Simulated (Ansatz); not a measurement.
# BN+ (doublet): wave-function methods side by side at distance B1–N2 = 1.746 Å, cc-pVDZ

Aim: climb from Hartree-Fock through coupled cluster and multireference methods for BN+ (doublet) at one geometry and basis, and see what each rung misses.

Method: cc-pVDZ, core rule «outside noble gas», up to 2 orbitals frozen; program: Ansatz 0.2.0, Gaussian basis.

Plan: UHF; CCSD(T) on ROHF; CCSD(T) on UHF; BCCD(T) on ROHF; CISD; CCSDT(Q) on ROHF; CCSDT(Q) on UHF; CASSCF and MRCISD+Q, 3 electrons in 3 orbitals; CASSCF and NEVPT2, 3 electrons in 3 orbitals; CASSCF and MRCISD+Q, 7 electrons in 8 orbitals; CASSCF and NEVPT2, 7 electrons in 8 orbitals; Full CI.

24 further runs of the same task are left out: 20 that didn't finish, 4 set aside as unsound or not needed.

## 1. What is computed

The geometry derives from a PBE0/def2-TZVP stationary point (not a proven minimum). One bond is set to the value named and the two fragments are kept rigid.

2 atoms, charge 1, spin multiplicity 2.

Atoms are counted from 1 here; the program's logs count them from 0.

Bond lengths: B1–N2 1.746 Å.

## 2. UHF

in.yaml reads:

```yaml
crystal:
  periodic: [false, false, false]
  atoms:
    - {symbol: B, position_ang: [0.000000, 0.000000, 0.000000]}
    - {symbol: N, position_ang: [0.000000, 0.000000, 1.746000]}
basis:
  gaussian: {orbitals: cc-pVDZ}
total_charge: 1
magnetization: {spin_polarized: true, initial_magnetization: 1}
hamiltonian: {xc: hf}
output: {orbitals: {seedname: orbitals}}
```

Run with:

```bash
$ ansatz run in.yaml --threads 1 --pin off --events-out ev --progress --plain --max-ram 2393MiB
```

After this run come: CCSD(T) on ROHF; CCSD(T) on UHF; BCCD(T) on ROHF; CISD; CCSDT(Q) on ROHF; CCSDT(Q) on UHF; CASSCF and MRCISD+Q, 3 electrons in 3 orbitals; CASSCF and NEVPT2, 3 electrons in 3 orbitals; CASSCF and MRCISD+Q, 7 electrons in 8 orbitals; CASSCF and NEVPT2, 7 electrons in 8 orbitals; Full CI.

**Question.** What will the summary of the whole plan be? Wanted: FCI below the RHF energy; RMP2 from FCI; RCCSD from FCI; RCCSD(T) from FCI; RCCSDT(Q) from FCI; NEVPT2 pair from FCI; MRCISD+Q pair from FCI; NEVPT2 valence from FCI; T1 diagnostic.

As calculated:

```
                         quantity                  value
         FCI below the RHF energy             -6.7808 eV
                    RMP2 from FCI            +3051.2 meV
                   RCCSD from FCI             +954.2 meV
                RCCSD(T) from FCI            -1442.6 meV
               RCCSDT(Q) from FCI             -102.7 meV
             NEVPT2 pair from FCI             +994.4 meV
           MRCISD+Q pair from FCI               +8.7 meV
          NEVPT2 valence from FCI             +551.1 meV
levels within 1 kcal/mol (43 meV)  RCCSDT, MRCISD+Q pair
                    T1 diagnostic                  0.358
   effectively unpaired electrons                   3.06
```

What this shows: RCCSD(T) lands -1442.6 meV from the yardstick (21.3 % of the correlation energy). RCCSD(T), RCCSDT(Q) fall below full CI, which methods that aren't variational can do. With 3.1 effectively unpaired electrons against 1 the state is strongly multireference. Of the multireference levels listed MRCISD+Q pair comes nearest in total energy (+8.7 meV), which doesn't show that its space is the better one. Coupled cluster took another determinant than the lowest Hartree-Fock one. These misses are within one basis, not against nature.
